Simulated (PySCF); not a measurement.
C4H7F.
Z-matrix (Å and degrees, PBE0-D3(BJ)/def2-TZVP geometry), rows numbered from 1:
```
C 
C   1  1.3231
C   2  1.4922  1  124.92
C   3  1.5126  2  112.77  1   119.62
F   3  1.3869  2  110.29  1    -1.87
H   1  1.0831  2  121.07  3  -179.41
H   1  1.0833  2  121.14  3     0.69
H   2  1.0876  1  120.49  3   179.61
H   3  1.0985  2  109.06  1  -118.23
H   4  1.0919  3  110.34  2    58.97
H   4  1.0909  3  110.29  2   179.00
H   4  1.0916  3  109.90  2   -60.69
```

The closed-shell ground state was solved at several levels (PySCF, density fitting, gas phase, non-relativistic). One conformer (not necessarily the lowest) at the PBE0-D3(BJ)/def2-TZVP geometry, without solvent, vibrations or thermal averaging.

```
         level  basis functions  total energy (Eh)  HOMO (eV)  LUMO (eV)  gap (eV)  dipole (D)
 PBE0/pcSseg-2              278          -256.2680      -7.68       0.05      7.73        1.83
  KT3/pcSseg-2              278          -260.2910      -6.53      -0.91      5.62        1.72
B97-2/pcSseg-2              278          -256.4719      -7.42       0.02      7.44        1.81
```

Q: What might wB97X-D/pcSseg-2 (278 basis functions) give for the same quantities?

A: Total energy -256.4793 Eh, HOMO -9.55 eV, LUMO 1.86 eV, gap 11.41 eV, dipole 1.85 D.

Q: Over all these levels, which gives the widest orbital gap and which the narrowest?

A: wB97X-D/pcSseg-2 (range-separated hybrid) has the widest, 11.41 eV, and KT3/pcSseg-2 (GGA) the narrowest, 5.62 eV. From the narrowest to the widest the HOMO moves by -3.02 eV and the LUMO by +2.77 eV.

Q: In the pcSseg-2 basis, how does the gap go with the fixed share of exact exchange?

A: KT3 (0 %) 5.62 eV; B97-2 (21 %) 7.44 eV; PBE0 (25 %) 7.73 eV. Each rise in the share widens the gap here.

Q: How far do the dipole and the HOMO energy spread over the levels?

A: The dipole runs from 1.72 to 1.85 D (mean 1.80 D) and the HOMO from -9.55 to -6.53 eV.

The pairwise dispersion term of wB97X-D wasn't added to the energies; at a given geometry it leaves orbitals and properties as they are.
